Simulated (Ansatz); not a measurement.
Gas-phase enthalpy of formation at 298 K, by the atomisation route, of CF (CH3F) (SMILES; CH3F, fluoromethane). Each molecule is optimised on its own at B3LYP-D3(BJ)/def2-TZVP (Ansatz, a first-principles code). Cores are frozen in the correlated levels unless marked. Open shells are spin-unrestricted. No spin-orbit coupling. Non-relativistic. CBS marks a two-point X^-3 extrapolation of the correlation energy; Hartree-Fock from the larger set. Thermal terms are rigid-rotor harmonic-oscillator values from B3LYP-D3(BJ) frequencies (Ansatz) at 298.15 K and 1 atm. 1 Eh = 627.5095 kcal/mol.

```json
[
 {"species": "CF (CH3F)", "count": "1", "E, CCSD(T)/CBS(def2-TZVPPD,def2-QZVPPD) (Ansatz) (Eh)": "-139.62857", "E, PBE/def2-TZVPD (Ansatz) (Eh)": "-139.64874", "measured ΔHf at 0 K (kcal/mol)": "-", "H(298) - H(0) of the element (kcal/mol)": "-"},
 {"species": "C atom", "count": "1", "E, CCSD(T)/CBS(def2-TZVPPD,def2-QZVPPD) (Ansatz) (Eh)": "-37.78954", "E, PBE/def2-TZVPD (Ansatz) (Eh)": "-37.79605", "measured ΔHf at 0 K (kcal/mol)": "169.98", "H(298) - H(0) of the element (kcal/mol)": "0.25"},
 {"species": "F atom", "count": "1", "E, CCSD(T)/CBS(def2-TZVPPD,def2-QZVPPD) (Ansatz) (Eh)": "-99.66662", "E, PBE/def2-TZVPD (Ansatz) (Eh)": "-99.67049", "measured ΔHf at 0 K (kcal/mol)": "18.47", "H(298) - H(0) of the element (kcal/mol)": "1.05"},
 {"species": "H atom", "count": "3", "E, CCSD(T)/CBS(def2-TZVPPD,def2-QZVPPD) (Ansatz) (Eh)": "-0.49998", "E, PBE/def2-TZVPD (Ansatz) (Eh)": "-0.49962", "measured ΔHf at 0 K (kcal/mol)": "51.63", "H(298) - H(0) of the element (kcal/mol)": "1.01"}
]
```

Molecule: zero-point energy 24.54, H(298) - H(0) 2.42 kcal/mol. The route leaves out scalar relativity and anharmonic zero-point terms, the atoms' spin-orbit terms, and in the frozen-core level the core correlation. Atomic data: G2/97 table in ASE.

Measured: -56.5 kcal/mol (Active Thermochemical Tables 1.112 (ions: stationary electron), as tabulated in the package chemicals).

**Question.** Work out De, D0 and ΔHf at 0 and 298 K at both levels, and their errors against the measured value.

**Answer.** 
The atoms' values sum to 343.34 (0 K) and 4.33 (thermal), in kcal/mol.
- CCSD(T)/CBS(def2-TZVPPD,def2-QZVPPD): De = 421.98; D0 = 421.98 - 24.54 = 397.44; ΔHf(0 K) = 343.34 - 397.44 = -54.10; ΔHf(298 K) = -54.10 + 2.42 - 4.33 = -56.01; error +0.5.
- PBE/def2-TZVPD: De = 428.80; D0 = 428.80 - 24.54 = 404.26; ΔHf(0 K) = 343.34 - 404.26 = -60.92; ΔHf(298 K) = -60.92 + 2.42 - 4.33 = -62.83; error -6.3.
